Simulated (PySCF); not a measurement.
# Spin–spin coupling constants

Bonds (- single, = double, # triple, : aromatic): C1-O2 1.391 Å, O2-C3 1.391 Å. C1 carries H4, H5, H6; C3 carries H7, H8, H9.

Couplings: B3LYP/pcJ-1 in PySCF 2.14, geometry PBE0-D3(BJ)/def2-SVP; gas phase, one conformer, non-relativistic. Couplings are averaged over pairs made equivalent by symmetry, fast rotation or ring inversion, so a value needn't be that of the named pair in this geometry, while other rotamers aren't included; one pair stands for each set, and the list holds those of at least 0.8 Hz over up to four bonds.

Isotopes: ¹³C, ¹H, ¹⁷O. Couplings to quadrupolar nuclei such as 17O and 33S are rarely resolved in practice.

```csv
pair,bonds,J (Hz)
"C1, O2",1,22.2
"C1, H4",1,144.5
"C1, C3",2,-2.4
"O2, H4",2,?
"H4, H5",2,-10.9
"C1, H7",3,?
```

Question: Estimate the withheld couplings, with signs.

Answer: 
- ²J(O2,H4) = -6.7 Hz (mean over equivalent pairs that range from -14.3 to -2.8 Hz in this conformer)
- ³J(C1,H7) = 6.7 Hz (mean over equivalent pairs that range from 2.7 to 14.7 Hz in this conformer)
